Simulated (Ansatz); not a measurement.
# BH₃F (doublet): wave-function methods side by side at distance B1–H4 along a hydrogen transfer = 1.448 Å, cc-pVDZ

Aim: climb from Hartree-Fock through coupled cluster and multireference methods for BH₃F (doublet) at one geometry and basis, and see what each rung misses.

Computed with Ansatz 0.2.0, Gaussian basis. Level: cc-pVDZ, core rule «outside noble gas», up to 2 orbitals frozen.

Plan: UHF; CCSD(T) on ROHF; CCSD(T) on UHF; BCCD(T) on ROHF; CISD; CCSDT(Q) on ROHF; CCSDT(Q) on UHF; CASSCF and MRCISD+Q, 3 electrons in 3 orbitals; CASSCF and NEVPT2, 3 electrons in 3 orbitals.

16 further runs of the same task are left out: 9 for a known fault of the program, 1 for a mislabelled method, 5 that didn't finish, 1 set aside as unsound or not needed.

## (1) The geometry

The geometry derives from fragments relaxed apart (PBE0/def2-TZVP) and kept rigid, so it is no stationary point. A hydrogen atom is moved between rigid fragments.

5 atoms, charge 0, spin multiplicity 2.

Atoms are counted from 1 here; the program's logs count them from 0.

Bond lengths: B1–H2 1.193 Å, B1–H3 1.193 Å, B1–H4 1.448 Å. Angles: H2–B1–H3 120.0°, H2–B1–H4 120.0°, H3–B1–H4 120.0°.

## (2) UHF

File in.yaml:

```yaml
crystal:
  periodic: [false, false, false]
  atoms:
    - {symbol: B, position_ang: [-1.562602, 0.000000, 0.000000]}
    - {symbol: H, position_ang: [-2.159335, 1.033571, 0.000000]}
    - {symbol: H, position_ang: [-2.159335, -1.033571, 0.000000]}
    - {symbol: H, position_ang: [-0.114602, 0.000000, 0.000000]}
    - {symbol: F, position_ang: [1.124398, 0.000000, 0.000000]}
basis:
  gaussian: {orbitals: cc-pVDZ}
magnetization: {spin_polarized: true, initial_magnetization: 1}
hamiltonian: {xc: hf}
output: {orbitals: {seedname: orbitals}}
```

On the command line:

```sh
ansatz run in.yaml --threads 1 --pin off --events-out ev --progress --plain --max-ram 2393MiB
```

Further steps of the session: CCSD(T) on ROHF; CCSD(T) on UHF; BCCD(T) on ROHF; CISD; CCSDT(Q) on ROHF; CCSDT(Q) on UHF; CASSCF and MRCISD+Q, 3 electrons in 3 orbitals; CASSCF and NEVPT2, 3 electrons in 3 orbitals.

Q: Predict the results of all the runs planned. Wanted: UCCSDT(Q) below the RHF energy; RMP2 from UCCSDT(Q); UMP2 from UCCSDT(Q); RCCSD from UCCSDT(Q); RCCSD(T) from UCCSDT(Q); UCCSD(T) from UCCSDT(Q); RCCSDT(Q) from UCCSDT(Q); T1 diagnostic.

**Answer**, as computed:

| quantity | value |
| --- | --- |
| UCCSDT(Q) below the RHF energy | -8.7779 eV |
| RMP2 from UCCSDT(Q) | +785.4 meV |
| UMP2 from UCCSDT(Q) | +1034.4 meV |
| RCCSD from UCCSDT(Q) | +177.8 meV |
| RCCSD(T) from UCCSDT(Q) | +37.2 meV |
| UCCSD(T) from UCCSDT(Q) | +37.8 meV |
| RCCSDT(Q) from UCCSDT(Q) | +0.5 meV |
| levels within 1 kcal/mol (43 meV) | RCCSD(T), UCCSD(T), BCCD(T), RCCSDT, UCCSDT, RCCSDT(Q) |
| T1 diagnostic | 0.019 |

What this shows: RCCSD(T) lands +37.2 meV from the yardstick (0.4 % of the correlation energy). These misses are within one basis, not against nature; the frozen cores of restricted and unrestricted runs differ, which can shift their rows.
